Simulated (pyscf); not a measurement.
H₂C=CH₂ + CH₄ → H₂C=CH₂ + CH₄ (four-centre exchange; singlet surface; C–H, C–H broken, C–H, C–H formed). Structures and frequencies: ωB97X-D3(BJ)/def2-SVP in PySCF. Energies in kcal/mol from the separated reactants.

```
level                   barrier  reaction energy
----------------------  -------  ---------------
ωB97X-D3(BJ)/def2-TZVP    114.4              0.0
PBE/def2-TZVP              87.2              0.0
B3LYP-D3(BJ)/def2-TZVP     99.1              0.0
M06-2X/def2-TZVP              …              0.0
ωB97M-D3(BJ)/def2-TZVP    112.0              0.0
HF/def2-TZVP                  …              0.0
```

Task: What belongs in the gaps?

Result: 
- M06-2X/def2-TZVP, barrier: 109.5
- HF/def2-TZVP, barrier: 144.8

The functionals in the table span 27.2 kcal/mol in this barrier, from PBE to ωB97X-D3(BJ)/def2-TZVP. The same reactants have a lower exit, to H₃C–CH₂–CH₃ (barrier +86.0 kcal/mol at ωB97M-D3(BJ)/def2-TZVP, against +112.0 kcal/mol here). One saddle was located; it need not be the lowest between these sides. One closed-shell reference is unstable to symmetry breaking; treat the single-reference values with care.
